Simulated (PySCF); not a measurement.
C₂HClN₂S.
SMILES with atom numbers: `[Cl:1][c:2]1[n:3][n:4][cH:5][s:6]1` (hydrogens: H7 on C5)

The calculation used PBE0/def2-SVPD geometry optimisation, gas phase (PySCF).

What internal coordinates does the optimisation give?

```csv
bond,length (Å),order
Cl1–C2,1.702,single
C2–N3,1.291,aromatic
N3–N4,1.348,aromatic
N4–C5,1.296,aromatic
C5–S6,1.729,aromatic
C2–S6,1.735,aromatic
C5–H7,1.089,single
```

Orders are formal, as drawn. A selection of angles:
```csv
angle,degrees
Cl1–C2–N3,123.7
Cl1–C2–S6,121.9
N3–C2–S6,114.4
C2–N3–N4,112.6
N3–N4–C5,113.2
N4–C5–S6,114.1
N4–C5–H7,123.4
S6–C5–H7,122.5
C2–S6–C5,85.7
```

N4 (pyridine-type nitrogen) is bent (angle 113.2°). The 6 heavy atoms lie in one plane (0.000 Å rms). The 5-membered ring C2–N3–N4–C5–S6 has internal angles of 85.7° to 114.4°; it is planar, 0.00 Å rms from its mean plane, widest ring torsion 0°.

Point group: Cs (tolerance 0.08 Å). Not checked by PBE0/def2-SVPD frequencies.
